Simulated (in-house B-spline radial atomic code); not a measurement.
The numbers below are computed, except where a source is named.
# Cl ion on O atom: potential, deflection and energy transfer

The pair potential comes from two frozen, spherical free-atom densities (PBE, B-spline radial code, scalar-relativistic past argon): electrostatics plus the change in Thomas-Fermi kinetic and Dirac exchange energy where they overlap, the recipe behind the universal ZBL potential, which averages such potentials (from solid-state densities) over many pairs. It is written V = (Z1 Z2 e²/r) φ(r/a), with e² = 14.3996 eV·Å and a = 0.46850 Å/(Z1^0.23 + Z2^0.23); ZBL's fit is φ = 0.18175 e^(−3.1998x) + 0.50986 e^(−0.94229x) + 0.28022 e^(−0.4029x) + 0.02817 e^(−0.20162x). Where φ falls below 4e-4 it is continued as an exponential.

Masses 35.45 and 16.0 u.

```json
{"x = r/a": "0.1", "φ, this pair": "0.9021", "φ, ZBL": "0.8928"}
{"x = r/a": "0.25", "φ, this pair": "0.7836", "φ, ZBL": "0.7647"}
{"x = r/a": "0.5", "φ, this pair": "0.6402", "φ, ZBL": "0.6096"}
{"x = r/a": "1", "φ, this pair": "0.4488", "φ, ZBL": "0.4164"}
{"x = r/a": "1.5", "φ, this pair": "0.3294", "φ, ZBL": "0.2995"}
{"x = r/a": "2", "φ, this pair": "0.2486", "φ, ZBL": "0.2218"}
{"x = r/a": "3", "φ, this pair": "0.1512", "φ, ZBL": "0.1292"}
{"x = r/a": "4", "φ, this pair": "0.09746", "φ, ZBL": "0.08026"}
{"x = r/a": "5", "φ, this pair": "0.06311", "φ, ZBL": "0.05224"}
{"x = r/a": "6.5", "φ, this pair": "0.03329", "φ, ZBL": "0.02914"}
{"x = r/a": "8", "φ, this pair": "0.01889", "φ, ZBL": "0.01705"}
{"x = r/a": "10", "φ, this pair": "0.009838", "φ, ZBL": "0.008778"}
{"x = r/a": "12", "φ, this pair": "0.005222", "φ, ZBL": "0.00474"}
{"x = r/a": "14.5", "φ, this pair": "0.002227", "φ, ZBL": "0.002328"}
{"x = r/a": "17", "φ, this pair": "0.0008645", "φ, ZBL": "0.001212"}
```

Question: At x = 2 the electrostatic, kinetic and exchange parts are 1046.19, 861.72 and -72.99 eV. Find r, V and φ.

Answer: a = 0.46850/(1.9187 + 1.6133) = 0.13265 Å, so r = 0.26529 Å. V = 1046.19 + 861.72 + (-72.99) = 1834.92 eV. The bare repulsion is 17 × 8 × 14.3996/0.26529 = 7381.9 eV, so φ = 0.2486, +12.1 % against ZBL's 0.2218. The kinetic (Pauli) term is 47 % of V here.

Question: The ion comes in at 0.4747 keV with impact parameter 0.0663 Å. The scattering integral gives a centre-of-mass angle of 165.6° and a closest approach of 5.385 a. What are the reduced energy, the energy passed on and the laboratory angles?

Answer: ε = E a M2/(Z1 Z2 e² (M1 + M2)) = 474.7 × 2.1064e-05 = 0.01. The most that one collision can pass on is γE with γ = 4 M1 M2/(M1 + M2)² = 0.8571. Here T = γE sin²(θ/2) = 0.8571 × 474.7 × 0.9843 = 400.5 eV. The ion turns by arctan(sin θ/(cos θ + M1/M2)) = 11.3°, and the struck atom leaves at (180° − θ)/2 = 7.2°. The closest approach is 0.714 Å. With ZBL the angle would be 164.45° and T = 399.5 eV.
